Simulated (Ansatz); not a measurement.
Basis-set extrapolation for `COC(C)N` (PBE0-D4/def2-TZVP geometry, frozen core, Ansatz). Multiplicity 1, RHF reference.

|  | def2-TZVPP | def2-QZVPP |
| --- | --- | --- |
| HF | -248.243900 | -248.255903 |
| MP2 correlation | -0.980969 | -1.048709 |
| CCSD(T) correlation | -1.062968 | not run |

Energies in hartree. Use E(X) = E(∞) + A·exp(−7.88·√X) for Hartree–Fock and E(X) = E(∞) + B·X^(−2.97) for correlation, with X = 3 and 4, and add CCSD(T) minus MP2 of the smaller set to the MP2 limit.

Problem. What is the CCSD(T) energy at the basis-set limit?

Solution. HF limit: -248.255903 + (-0.012003) × 0.13774 = -248.25756. MP2 limit: -1.048709 + (-0.067740) × 0.74074 = -1.09889. Higher-order term: -1.062968 − (-0.980969) = -0.08200. Total: -249.43845 hartree, 345.5 kJ/mol below CCSD(T)/def2-TZVPP.
